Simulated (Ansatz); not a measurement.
```yaml
crystal:
  periodic: [false, false, false]
  atoms:
    - {symbol: N, position_ang: [-0.660447, 0.422832, -0.547279]}
    - {symbol: Si, position_ang: [0.142129, 0.177736, -0.104733]}
    - {symbol: S, position_ang: [-0.236482, -0.939408, 0.795915]}
    - {symbol: H, position_ang: [-0.462670, 0.101035, -1.236535]}
    - {symbol: H, position_ang: [-0.866711, 0.751372, -0.512144]}
    - {symbol: H, position_ang: [0.719789, 0.693171, 0.670609]}
    - {symbol: H, position_ang: [0.687290, -0.376866, -0.663024]}
    - {symbol: H, position_ang: [0.261875, -0.584773, 1.360998]}
basis:
  gaussian: {orbitals: def2-mTZVP}
total_charge: 1
magnetization: {spin_polarized: true, initial_magnetization: 1}
hamiltonian: {xc: {name: wB97X}}
```

```sh
$ ansatz run in.yaml --threads 2 --pin off --events-out ev --progress --plain --max-ram 4352MiB
```

Output, abridged:

```
Functional definition: wB97X
714 factors; integrals over basis functions are off by at most 4.4e-4 eV
241 factors; integrals over basis functions are off by at most 2.7e-6 eV
mean field evaluation 1: about -20119.4163 eV, gradient 1.0e2 eV
mean field evaluation 2: about -20104.4519 eV, gradient 1.1e2 eV
mean field evaluation 4: about -20148.8116 eV, gradient 3.5e0 eV
mean field evaluation 8: about -20149.0362 eV, gradient 6.5e-1 eV
mean field evaluation 16: about -20149.0675 eV, gradient 3.9e-2 eV
mean field evaluation 32: about -20149.0678 eV, gradient 3.9e-5 eV
mean field -20149.06775235 eV, -740.4645823703 hartree, gradient 3.9e-5 eV, S^2 0.754217; 2 other end points of the search recorded, 0 dependent functions left out
reference -20149.06772830 eV, -740.4645814866 hartree; 21, 20 occupied and 57, 58 virtual orbitals, 714 factors
Total energy: -20149.06772830 eV, -740.4645814866 hartree
```

In this input the geometry is squeezed to about two thirds of its size. The run converged. The result belongs to that input, not to the molecule as meant.
